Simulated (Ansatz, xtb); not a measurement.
# Two structures of AlH2N2+

Structure a is a singlet given by its coordinates and structure b is a singlet given by its coordinates. Both are gas-phase species (loosely bound parts included), relaxed with B3LYP/6-31G*.

a (Å):

| atom | x (Å) | y (Å) | z (Å) |
| --- | --- | --- | --- |
| Al | 0.7856 | 0.3255 | 0.0658 |
| N | -0.0205 | -1.5636 | -2.4699 |
| N | 0.2522 | -0.9246 | -1.6121 |
| H | 2.2447 | 0.7228 | -0.2925 |
| H | -0.5187 | 0.2905 | 0.9102 |

Close contacts (Å): Al1–N3 2.16, N2–N3 1.10, Al1–H4 1.55, Al1–H5 1.55.

b (Å):

```yaml
atoms:
  - { symbol: Al, position_ang: [1.9106, 1.3394, -1.4108] }
  - { symbol: N, position_ang: [0.3354, -0.4510, -1.2178] }
  - { symbol: N, position_ang: [0.6360, -0.1635, -0.0532] }
  - { symbol: H, position_ang: [-0.3492, -1.2191, -1.3548] }
  - { symbol: H, position_ang: [0.1818, -0.7113, 0.7024] }
```

Close contacts (Å): Al1–N2 2.39, Al1–N3 2.39, N2–N3 1.24, N2–H4 1.04, N3–H5 1.04.

**Question.** Which of the two would you expect CCSD(T)/def2-TZVPP electronic energies to favour?

**Answer.** Structure a; the calculation gives E(b) − E(a) = +99.7 kJ/mol.

How the difference moves with the method:

```csv
level,geometry,E(b) − E(a) (kJ/mol),departure from the last row (kJ/mol),"job, with rough time for the two"
B3LYP/6-31G*,B3LYP/6-31G*,+70.1,−29.6,"optimisation, 19 s"
HF/def2-TZVPP,B3LYP/6-31G*,+131.0,+31.3,part of the CCSD(T) run
MP2/def2-TZVPP,B3LYP/6-31G*,+119.9,+20.2,part of the CCSD(T) run
CCSD(T)/def2-TZVPP,B3LYP/6-31G*,+99.7,,"single point, 35 s"
```

The levels shown agree on the order. The largest departure from CCSD(T)/def2-TZVPP is that of HF/def2-TZVPP, 31.3 kJ/mol. Levels run at GFN2-xTB geometries aren't shown.

With harmonic frequencies from B3LYP/6-31G* (ideal gas, rigid rotor, one conformer each, 298.15 K, 1 atm): the zero-point term adds +24.9 kJ/mol; ΔH is +122.8 and ΔG +123.6 kJ/mol.

The correlated steps freeze 7 core orbitals. Run with Ansatz 0.2.0; the last row on 1 thread of Arm Neoverse N1 on a shared host.
